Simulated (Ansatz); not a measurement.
Gas-phase electronic energies from Ansatz, PBE0-D4/def2-TZVP geometries. CCSD(T)/CBS adds triple-zeta CCSD(T) − MP2 to the extrapolated MP2 energy (def2 sets, frozen cores). This one scheme is used for every species. Functionals use def2-TZVPP. B3LYP here is the variant with VWN-RPA as its local correlation; programs differ in this. One conformer a species, not always the lowest.

Reaction (formal exchange of groups at a C–C bond): `CCC#N` + ethylene → `C=CCC#N` + CH₄

Q: Is it downhill or uphill in electronic energy at CCSD(T)/CBS, and by how much? (Best estimate.)

A: Ansatz gave: Downhill: ΔE = -14.7 kJ/mol.

Q: What do these levels give: PBE0-D4, B3LYP-D4, PBE, CCSD/def2-TZVPP, MP2/CBS(def2), CCSD/CBS(def2)? (An estimate is asked.)

A: The calculation gave: PBE0-D4 -16.7, B3LYP-D4 -16.1, PBE -15.5, CCSD/def2-TZVPP -12.8, MP2/CBS(def2) -18.0, CCSD/CBS(def2) -13.0 kJ/mol.

Largest T1 diagnostic among the species: 0.012.

In def2-TZVPP, CCSD(T) changes the Hartree–Fock value by −7.9 kJ/mol (the triples alone add −1.6 kJ/mol) and MP2 by −11.2 kJ/mol. The D4 term adds −3.8 kJ/mol with B3LYP and −2.1 kJ/mol with PBE0; it sums over pairs of atoms, weighted by their polarisabilities, and B3LYP, whose exchange is more repulsive, gets the larger term.
